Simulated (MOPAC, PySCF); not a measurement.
Energy landscape of CF₄, singlet: flattening of a tetrahedron along the D2d path, bond length relaxed. Scanned: the two opposite F-C-F angles (109.47 = tetrahedral, 180 = square planar). Other coordinates (C-F bond length) were minimised at PBE0/def2-TZVP.

Cartesian coordinates as functions of the variables (Å; names that start with a are angles):
```
C  0  0  0
F  r*sin(a/2)  0  r*cos(a/2)
F  -r*sin(a/2)  0  r*cos(a/2)
F  0  r*sin(a/2)  -r*cos(a/2)
F  0  -r*sin(a/2)  -r*cos(a/2)
```

Levels of theory: RKS-M06-2X/6-31G* = restricted M06-2X/6-31G*, spherical d (PySCF); CAM-B3LYP/def2-TZVP, density fitting (PySCF); PM3, restricted, heats of formation (MOPAC); RKS-B3LYP/6-31G* = restricted B3LYP/6-31G*, spherical d (PySCF); RHF/6-31G* = PySCF with restricted Hartree-Fock/6-31G*, spherical d; M06-2X/def2-TZVP, density fitting (PySCF).

Energies in kcal/mol, each method relative to its own lowest point.

```csv
a / °,RKS-M06-2X/6-31G*,CAM-B3LYP,PM3,RKS-B3LYP/6-31G*,RHF/6-31G*,M06-2X
90,39.7,39.0,30.6,38.1,44.9,39.9
95,20.5,20.2,15.6,19.7,23.2,20.6
100,8.2,8.1,6.1,7.9,9.3,8.3
105,1.7,1.7,1.3,1.7,1.9,1.7
109.47,0.0,0.0,0.0,0.0,0.0,0.0
115,2.3,2.3,1.7,2.3,2.7,2.4
120,8.0,7.9,5.7,7.7,9.2,8.1
130,27.1,26.5,19.6,25.9,31.4,27.1
140,53.0,51.4,40.3,50.4,61.7,52.9
150,81.3,78.4,66.0,77.0,95.2,81.0
160,107.6,103.1,92.9,101.1,126.7,107.2
170,126.8,120.8,115.1,118.3,150.2,126.2
180,134.0,127.4,—,124.6,—,133.3
```

Dashes: no converged value, or the column stops at the first point that the program doubted or that broke a chosen test of continuity, which isn't proof of a fault.
